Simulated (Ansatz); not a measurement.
The same path of CH5NOS (9 atoms, charge 0, multiplicity 1) was run 3 times with different band settings. The coordinate that changes most is the dihedral H6–N1–C2–O3.

Computed with Ansatz 0.2.0, RHF/def2-SVP.

Relaxed end points:

```xyz
9
Properties=species:S:1:pos:R:3
N -0.159 1.556 -0.227
C 0.335 0.234 -0.249
O -0.349 -0.575 0.694
S 0.196 -2.111 0.914
H -1.138 1.585 -0.448
H -0.033 1.977 0.676
H 1.400 0.228 -0.016
H 0.198 -0.194 -1.245
H -0.450 -2.701 -0.101
```

```xyz
9
Properties=species:S:1:pos:R:3
N -0.499 1.437 -0.133
C 0.211 0.203 -0.130
O -0.555 -0.727 0.592
S 0.126 -2.194 0.882
H -0.448 1.906 0.752
H -0.178 2.054 -0.854
H 1.209 0.251 0.323
H 0.331 -0.135 -1.163
H -0.197 -2.795 -0.270
```

Common settings: optimiser quadratic models (default); start path through a guess of the saddle point; force threshold 0.05 eV/Å; iteration limit 60; end points relaxed.

| run | movable images | climbing image | spring |
| --- | --- | --- | --- |
| 1 | 5 | yes | 5.0 eV/Å² |
| 2 | 5 | yes | 20.0 eV/Å² |
| 3 | 3 | no | 5.0 eV/Å² |

Question: What does each run give, and how far can it be trusted?

Answer: Run 1: converged after 6 iterations, highest image 0.306 eV above the first end. A vibrational analysis at the climbing image gives one clearly imaginary mode, 316i cm⁻¹: a first-order saddle point.
Run 2: converged after 6 iterations, highest image 0.305 eV above the first end. Another band between the same ends (5 images) ends at a top of the same energy, where a vibrational analysis finds 1 clearly imaginary mode.
Run 3: converged after 5 iterations, highest image 0.297 eV above the first end. No image climbed, so the highest image needn't sit at the top of the path. So few images can step over the top or miss a turn of the path.
